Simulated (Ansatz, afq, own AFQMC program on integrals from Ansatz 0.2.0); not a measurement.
## CH$_{2}$O, triplet: a scan with AFQMC

```yaml
atoms:
  - { symbol: O, position_ang: [0.0000, 0.0000, 0.6438] }
  - { symbol: C, position_ang: [0.0000, 0.0000, -0.6606] }
  - { symbol: H, position_ang: [0.0000, -0.9567, -1.1734] }
  - { symbol: H, position_ang: [0.0000, 0.9567, -1.1734] }
```

The O1–C2 distance is changed with both sides rigid. Energies in kcal/mol count from this geometry (1.304 Å) at the same level; the start stands on UHF, each point on the determinant named.

Basis cc-pVDZ. Noble-gas cores (and the filled d shells of Ga–Kr and In–Xe) are frozen. Integrals, coupled cluster, full CI and functionals: Ansatz 0.2.0; the random walks run on the same integrals in our own AFQMC program. The CISD trial takes its coefficients from CCSD amplitudes. Released means that phaseless walkers are propagated on without the constraint, phases kept. Uncertainties: one standard error, sampling alone.

Cautions, each for one point or more: CCSDT(Q) on the ROHF determinant differs, perhaps since the unrestricted series falls towards higher spin; CCSDT(Q) on the UHF determinant differs, perhaps since the unrestricted series falls towards higher spin; a spin-contaminated unrestricted determinant lies lower; an unrestricted solution with more broken spin lies lower; cluster runs in doubt by the program's own checks; higher spins were not checked; lower spins were not checked; released walk and highest rung disagree; strong correlation; the ph-AFQMC/CISD walk drifts between its halves; unrestricted determinant spin contaminated; walk and cluster series may follow different spin states.

```tsv
r(O1–C2) / Å	det.	T1	weight	⟨S²⟩	CCSD(T)	ph-AFQMC/CISD	released AFQMC	CCSDT(Q)	PBE0	B2PLYP
1.059	UHF	0.023	0.90	2.02	70.0	70.2 ± 0.4	70.1 ± 0.5	70.2	63.0	65.2
1.579	UHF	0.026	0.89	2.02	18.1	17.7 ± 0.4	18.2 ± 0.6	17.8	22.6	20.3
2.111	UHF†¶	0.025	0.83	2.02	75.5	76.8 ± 0.6	77.1 ± 1.0*	73.5	–	–
2.845	ROHF†	0.013	0.89	pure	111.6	112.6 ± 0.5	–	110.4	115.6§	110.3§
4.502	UHF¶	0.032	0.83	2.87	99.2	113.4 ± 0.5	–	93.6	118.2§	111.8§
```

Weight is that of the determinant in the CISD state; at the start T1 is 0.026 and the weight 0.89, and ⟨S²⟩ is 2.01. ¶ marks points with a poor determinant and no full CI, where no value is sure; they don't count among the departures. An asterisk marks released energies that aren't shown to be converged. A dagger marks points whose determinant fills other symmetries than the start's, so the wave-function levels may follow another state there, or a degenerate partner. Symmetry can't show for every point that it stays on the start's state. A dash marks a missing value, a released energy that hasn't settled or a functional that sits on another state. § marks a functional whose ⟨S²⟩ is too high by over 0.1. Largest departures from phaseless AFQMC with a CISD trial: CCSD(T) -1.0 kcal/mol at 2.845 (on ROHF), released AFQMC 0.5 kcal/mol at 1.579 (on UHF) (within the noise), CCSDT(Q) -2.2 kcal/mol at 2.845 (on ROHF), PBE0 -7.2 kcal/mol at 1.059, B2PLYP -5.0 kcal/mol at 1.059. The walk's constraint bias lies outside its error bars, so these are departures and not errors. Functionals count only at points shown to share the start's state and spin. In this small basis the wave-function levels are far from their limit, so their gap to the functionals isn't the functionals' error.

Some points may be missing: those where a free walk finds a much lower state, and past Zn most of those on another determinant than at the start.

CCSDT and higher add their correlation energy to the determinant of the CCSD(T) run, since their own runs factorise the integrals more tightly (a shift of under 2 meV). A walk keeps the symmetry of its determinant, which the program's search chose and which needn't be the lowest solution, so a lower state of the same spin and another symmetry isn't excluded.
